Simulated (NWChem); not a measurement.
The numbers come from NWChem runs, not from measurements. System: CH$_{4}$O, charge 0, spin multiplicity 1, displaced from the optimised geometry. Level: RHF/cc-pVDZ, spin-restricted.

Input file:

```
start mol
memory heap 200 mb stack 900 mb global 1100 mb
geometry units angstroms nocenter noautoz noautosym
  C      0.612545    -0.231443     0.000000
  O     -0.665018     0.358273     0.000000
  H      0.903553    -1.167989     1.343947
  H      1.354776     0.581936     0.000000
  H      0.806551    -0.855807    -0.895964
  H     -1.323004    -0.347844     0.000000
end
basis spherical
  * library cc-pvdz
end
scf
  rhf
  nopen 0
  maxiter 100
  thresh 1e-7
  semidirect memsize 60000000 filesize 0
end
task scf energy
```

Part of the output:

```
             Northwest Computational Chemistry Package (NWChem) 7.3.0
             --------------------------------------------------------

                                NWChem Input Module
                                -------------------

 Scaling coordinates for geometry "geometry" by  1.889725989
 (inverse scale =  0.529177249)

                             Geometry "geometry" -> ""
                             -------------------------

 Output coordinates in angstroms (scale by  1.889725989 to convert to a.u.)

  No.       Tag          Charge          X              Y              Z
 ---- ---------------- ---------- -------------- -------------- --------------
    1 C                    6.0000     0.61254500    -0.23144300     0.00000000
    2 O                    8.0000    -0.66501800     0.35827300     0.00000000
    3 H                    1.0000     0.90355300    -1.16798900     1.34394700
    4 H                    1.0000     1.35477600     0.58193600     0.00000000
    5 H                    1.0000     0.80655100    -0.85580700    -0.89596400
    6 H                    1.0000    -1.32300400    -0.34784400     0.00000000

 Effective nuclear repulsion energy (a.u.)      38.8402948649

            Nuclear Dipole moment (a.u.)
            ----------------------------
        X                 Y               Z
 ---------------- ---------------- ----------------
     0.1833072003    -0.5899308797     0.8465651175


 Summary of "ao basis" -> "" (spherical)
 ------------------------------------------------------------------------------
       Tag                 Description            Shells   Functions and Types
 ---------------- ------------------------------  ------  ---------------------
 *                          cc-pvdz                   on all atoms

 Summary of "ao basis" -> "ao basis" (spherical)
 ------------------------------------------------------------------------------
       Tag                 Description            Shells   Functions and Types
 ---------------- ------------------------------  ------  ---------------------
 C                          cc-pvdz                  6       14   3s2p1d
 O                          cc-pvdz                  6       14   3s2p1d
 H                          cc-pvdz                  3        5   2s1p

                                 NWChem SCF Module
                                 -----------------

  ao basis        = "ao basis"
  functions       =    48
  atoms           =     6
  closed shells   =     9
  open shells     =     0
  charge          =   0.00
  wavefunction    = RHF
  use symmetry    = F
  symmetry adapt  = F

 Summary of "ao basis" -> "ao basis" (spherical)
 ------------------------------------------------------------------------------
       Tag                 Description            Shells   Functions and Types
 ---------------- ------------------------------  ------  ---------------------
 C                          cc-pvdz                  6       14   3s2p1d
 O                          cc-pvdz                  6       14   3s2p1d
 H                          cc-pvdz                  3        5   2s1p

 Forming initial guess at       0.0s

      Superposition of Atomic Density Guess
      -------------------------------------

 Sum of atomic energies:        -114.42693322

      Non-variational initial energy
      ------------------------------

 Total energy =    -114.997662
 1-e energy   =    -232.153636
 2-e energy   =      78.315680
 HOMO         =      -0.308205
[...]
 Final Fock-matrix accuracy:          1.000E-09
 ----------------------------------------------

              iter       energy          gnorm     gmax       time
             ----- ------------------- --------- --------- --------
                 1     -114.9269822756  7.87D-01  1.85D-01      0.3
                 2     -114.9605234959  2.41D-01  5.58D-02      0.3
                 3     -114.9655226563  1.64D-02  4.77D-03      0.3
                 4     -114.9655585807  1.55D-04  3.18D-05      0.3
                 5     -114.9655585835  1.42D-08  3.23D-09      0.4

       Final RHF  results
       ------------------

         Total SCF energy =   -114.965558583507
      One-electron energy =   -233.658806952978
      Two-electron energy =     79.852953504527
 Nuclear repulsion energy =     38.840294864944

        Time for solution =      0.1s

             Final eigenvalues
             -----------------

              1
    1  -20.5785
    2  -11.3375
    3   -1.3749
    4   -0.9063
    5   -0.6941
    6   -0.6094
    7   -0.5839
    8   -0.4976
    9   -0.3943
   10    0.1371
   11    0.1962
   12    0.2250
   13    0.2594
   14    0.3635
   15    0.6244
   16    0.6518
   17    0.7067
   18    0.7437
   19    0.7930

                       ROHF Final Molecular Orbital Analysis
                       -------------------------------------

 Vector    7  Occ=2.000000D+00  E=-5.838913D-01
              MO Center= -2.0D-01,  8.3D-02,  1.1D-02, r^2= 1.4D+00
   Bfn.  Coefficient  Atom+Function         Bfn.  Coefficient  Atom+Function
  ----- ------------  ---------------      ----- ------------  ---------------
    20      0.434192  2 O  pz                23      0.306929  2 O  pz
     6      0.258590  1 C  pz                19     -0.218101  2 O  py
    39     -0.155831  5 H  s

 Vector    8  Occ=2.000000D+00  E=-4.976328D-01
              MO Center=  7.5D-02,  4.2D-02, -4.5D-02, r^2= 1.8D+00
   Bfn.  Coefficient  Atom+Function         Bfn.  Coefficient  Atom+Function
  ----- ------------  ---------------      ----- ------------  ---------------
    19     -0.312500  2 O  py                20     -0.311947  2 O  pz
     5      0.306891  1 C  py                34      0.241028  4 H  s
    23     -0.239191  2 O  pz                39     -0.235148  5 H  s
    22     -0.230517  2 O  py                17     -0.157673  2 O  s
    44      0.157536  6 H  s

 Vector    9  Occ=2.000000D+00  E=-3.942523D-01
              MO Center=  4.6D-01, -5.6D-01,  6.0D-01, r^2= 2.1D+00
   Bfn.  Coefficient  Atom+Function         Bfn.  Coefficient  Atom+Function
  ----- ------------  ---------------      ----- ------------  ---------------
    29     -0.335522  3 H  s                 20      0.326813  2 O  pz
    30     -0.316271  3 H  s                 23      0.285503  2 O  pz
     6     -0.257233  1 C  pz                 9     -0.164860  1 C  pz

 Vector   10  Occ=0.000000D+00  E= 1.370575D-01
              MO Center=  7.6D-01, -7.7D-01,  6.1D-01, r^2= 3.3D+00
   Bfn.  Coefficient  Atom+Function         Bfn.  Coefficient  Atom+Function
  ----- ------------  ---------------      ----- ------------  ---------------
     3      1.160329  1 C  s                 30     -0.926459  3 H  s
    40     -0.496615  5 H  s                  8     -0.359031  1 C  py
     9      0.355261  1 C  pz                35     -0.336320  4 H  s
     6      0.241420  1 C  pz                45     -0.227268  6 H  s
     5     -0.199812  1 C  py                29     -0.169209  3 H  s

 Vector   11  Occ=0.000000D+00  E= 1.962458D-01
              MO Center= -1.1D+00, -5.9D-01,  1.5D-02, r^2= 3.2D+00
   Bfn.  Coefficient  Atom+Function         Bfn.  Coefficient  Atom+Function
  ----- ------------  ---------------      ----- ------------  ---------------
    45      1.296890  6 H  s                 17     -0.741582  2 O  s
    40      0.527544  5 H  s                  3     -0.395138  1 C  s
     9      0.393915  1 C  pz                30     -0.373416  3 H  s
    22      0.303067  2 O  py                21      0.285285  2 O  px
    19      0.179201  2 O  py                 6      0.159099  1 C  pz

 Vector   12  Occ=0.000000D+00  E= 2.250122D-01
              MO Center=  1.0D+00, -4.0D-02, -3.0D-01, r^2= 4.6D+00
   Bfn.  Coefficient  Atom+Function         Bfn.  Coefficient  Atom+Function
  ----- ------------  ---------------      ----- ------------  ---------------
     3      1.578455  1 C  s                 35     -1.494999  4 H  s
    40     -1.193353  5 H  s                  9     -0.649902  1 C  pz
    45      0.560670  6 H  s                  7      0.460069  1 C  px
    30      0.431106  3 H  s                  8      0.395575  1 C  py
    17     -0.334892  2 O  s                  6     -0.220808  1 C  pz

 center of mass
 --------------
 x =  -0.09032914 y =   0.06782812 z =   0.02664035

 moments of inertia (a.u.)
 ------------------
          28.046698260631          21.276715608913          -1.846652126927
          21.276715608913          68.629842342402           2.947668613299
          -1.846652126927           2.947668613299          77.942771656459

  Mulliken analysis of the total density
  --------------------------------------

    Atom       Charge   Shell Charges
 -----------   ------   -------------------------------------------------------
    1 C    6     5.91   2.00  0.66  0.49  1.80  0.85  0.11
    2 O    8     8.34   2.00  0.83  0.89  2.82  1.78  0.02
    3 H    1     1.06   0.56  0.49  0.01
    4 H    1     0.93   0.75  0.15  0.03
    5 H    1     0.94   0.75  0.16  0.03
    6 H    1     0.82   0.68  0.06  0.08

       Multipole analysis of the density wrt the origin
       ------------------------------------------------

     L   x y z        total         open         nuclear
     -   - - -        -----         ----         -------
     0   0 0 0     -0.000000      0.000000     18.000000

     1   1 0 0     -0.024899      0.000000      0.183307
     1   0 1 0     -0.428041      0.000000     -0.589931
     1   0 0 1     -0.363697      0.000000      0.846565

     2   2 0 0     -8.597778      0.000000     38.717300
     2   1 1 0      1.821933      0.000000    -11.619099
     2   1 0 1     -0.562879      0.000000      1.755845
     2   0 2 0    -10.749487      0.000000     13.943293
     2   0 1 1      0.518305      0.000000     -2.867361
     2   0 0 2    -10.844105      0.000000      9.316710

 Task  times  cpu:        0.4s     wall:        0.4s

 Total times  cpu:        0.4s     wall:        0.4s
```
